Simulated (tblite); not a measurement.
Species: C₂H₅ClO₂S.
Geometry (GFN2-xTB, Å), atoms numbered from 1 in this order:
```xyz
11
C2H5ClO2S angstrom
C     -1.2524    0.3158   -0.2826
C     -0.2768   -0.3979    0.6126
S      1.3491   -0.2557   -0.1566
O      1.2841   -0.5978   -1.5393
O      2.3506   -0.8655    0.6563
Cl     1.6651    1.7562   -0.0586
H     -2.2767    0.1634    0.0519
H     -1.1534   -0.0659   -1.2960
H     -1.0464    1.3835   -0.2939
H     -0.4568   -1.4674    0.6774
H     -0.1809    0.0339    1.6030
```

Computed values, GFN2-xTB/tblite, gas phase, harmonic and unscaled. Errors from tens to a few hundred cm⁻¹ against measured bands are possible. One conformer, not necessarily the lowest.

Harmonic wavenumbers (cm⁻¹): 86.1, 167.5, 186.8, 237.0, 269.1, 324.6, 366.7, 439.0, 503.5, 692.1, 778.0, 931.9, 983.9, 1104.4, 1132.5, 1192.5, 1196.7, 1291.6, 1397.7, 1421.3, 1471.7, 1482.0, 3019.6, 3038.4, 3040.1, 3054.1, 3056.9.

A = 2843, B = 2393, C = 1795 MHz; mass 127.970 u (most abundant isotopes); point group C1, symmetry number 1.

Question: Zero-point energy?

Answer: Half the sum of the wavenumbers: 16433 cm⁻¹ = 196.58 kJ/mol.

Question: What is S at 273.15 K and 1 bar for an ideal gas of classical rigid rotors and harmonic oscillators?

Answer: Translation 167.55, rotation 114.67, vibration 63.67: S = 345.9 J/(mol K).

Question: And Cp and H(273.15 K) − H(0)?

Answer: Cp = 106.60 J/(mol K), of which vibrations give 73.34 (their classical limit is 27 R = 224.5); H(273.15 K) − H(0) = 19.14 kJ/mol without the zero-point energy, 10.06 from vibrations.

Question: Which modes carry the vibrational entropy at 273.15 K?

Answer: 86.1 cm⁻¹: 14.96; 167.5 cm⁻¹: 9.62; 186.8 cm⁻¹: 8.78; 237.0 cm⁻¹: 6.99; 269.1 cm⁻¹: 6.08; 324.6 cm⁻¹: 4.80 J/(mol K); the other 21 give 12.45 together.

Question: How do the functions run with temperature in this model?

Answer: 
```tsv
T (K)	S (J/(mol K))	Cp (J/(mol K))	H − H(0) (kJ/mol)	G − H(0) (kJ/mol)	ln q(vib)
50	229.1	41.8	1.79	-9.67	0.10
100	263.8	60.5	4.35	-22.03	0.58
298.15	355.5	112.2	21.88	-84.10	3.63
373.15	382.4	128.1	30.89	-111.79	4.84
500	423.2	151.1	48.66	-162.93	6.83
750	490.9	182.6	90.67	-277.50	10.52
1000	546.4	202.8	139.01	-407.37	13.86
```

q(vib) and H(0) count from the zero-point level.

Hindered rotation and anharmonicity are outside this model. Other conformers, if any are populated, would add a mixing term that is left out. The structure is chiral; the term R ln 2 for an equal mix with its mirror image is left out.
